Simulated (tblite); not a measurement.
Input of a run (GFN2-xTB geometry optimisation, gas phase (tblite 0.8.0)), started from a force field or distance geometry:
```
{"job": {"kind": "relax", "xc": "GFN2-xTB", "basis": "xTB"}, "charge": 0, "multiplicity": 1}
P     -1.088900     0.801900     1.762500
P     -0.459100    -1.361000     1.687200
P      0.635300    -1.399900    -0.288000
P      1.752900     0.568600    -0.179400
P     -0.301700     1.512100    -0.225100
P     -0.872600    -0.241600    -1.545100
H     -0.051100     1.323100     2.561900
H     -1.660900    -1.936400     1.253600
H      2.102900     0.695000    -1.535000
H     -0.047900     0.042900    -2.652100
```

Output (eV, eV/Å):
```
step      E/eV     max force
  0    -467.54041    1.073
  1    -467.60710    0.743
  2    -467.76488    0.854
  3    -467.82209    0.865
  4    -467.91824    0.615
  5    -467.95823    0.323
  6    -467.96766    0.180
  7    -467.97091    0.141
  8    -467.97590    0.141
  9    -467.97956    0.174
 10    -467.98331    0.195
 11    -467.98655    0.157
 12    -467.98905    0.100
 13    -467.99067    0.124
 14    -467.99218    0.143
 15    -467.99406    0.132
 16    -467.99592    0.102
 17    -467.99705    0.062
 18    -467.99754    0.060
 19    -467.99792    0.062
 20    -467.99852    0.076
 21    -467.99938    0.097
 22    -468.00030    0.096
 23    -468.00094    0.069
 24    -468.00121    0.042
 25    -468.00132    0.025
 26    -468.00139    0.028
 27    -468.00145    0.033
 28    -468.00155    0.032
 29    -468.00168    0.036
 30    -468.00181    0.028
 31    -468.00191    0.024
 32    -468.00198    0.027
 33    -468.00207    0.028
 34    -468.00221    0.040
 35    -468.00237    0.036
 36    -468.00246    0.020
 37    -468.00250    0.014
 38    -468.00251    0.013
 39    -468.00253    0.015
 40    -468.00256    0.018
 41    -468.00260    0.019
 42    -468.00264    0.016
 43    -468.00266    0.008
```

Task: Summarise the run.

Result: The energy falls by 44.6 kJ/mol over 43 L-BFGS steps, the largest force on an atom goes from 1.07 to 0.008 eV/Å, and the atoms move by 0.180 Å rms after alignment. Among the bonds, P1–P2 and P5–P6 change most and about equally (-0.043 to -0.042 Å). Bonds longer at the end by more than 0.005 Å: 0 of 11; shorter: 9. Among the angles that change most is P2–P3–P4, from 100.5° to 90.1°. Among the dihedrals that turn most is P5–P1–P2–P3, from 2° to -13°. The energy never rose by more than 1e-5 eV on the way. The first step brought 14 % of the lowering.

Task: What are the final bond lengths?

Result: P1–P2 2.211 Å, P2–P3 2.221 Å, P3–P4 2.226 Å, P4–P5 2.239 Å, P5–P6 2.226 Å, P1–P5 2.221 Å, P3–P6 2.239 Å, P1–H7 1.400 Å, P2–H8 1.400 Å, P4–H9 1.404 Å, P6–H10 1.404 Å. Numbering counts from 1 in the input's order; the species is `P1PP2PP1P2`.

On one thread of an Intel Xeon Platinum 8488C, no GPU, shared host, this took 0.38 s of wall time.

Its GFN2-xTB frequencies are all real (lowest 102 cm⁻¹).

All values are computed, not measured.
